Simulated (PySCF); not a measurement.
**Ionisation energy of Ar by level of theory**

Ar [Ar] (1S) → Ar⁺ [Ne] 3s2 3p5 (2P), as a difference of total energies. Computed with PySCF 2.14 in def2-TZVP (5s5p2d1f, 37 functions), with no relativity, point nucleus. Correlated levels: valence: [Ne] frozen. The calculations carry no spin-orbit coupling.

Order these methods by the ionisation energy they give, lowest first.
A. LDA
B. CCSD (valence)
C. CCSD(T) (valence)
D. SCS-MP2 (valence)

B (15.498 eV), C (15.538 eV), D (15.578 eV), A (15.985 eV).

Errors of the correlated levels include the incompleteness of this basis and the frozen core.

For comparison: 15.819 eV (measured; NIST levels, between the centres of gravity of the two terms).
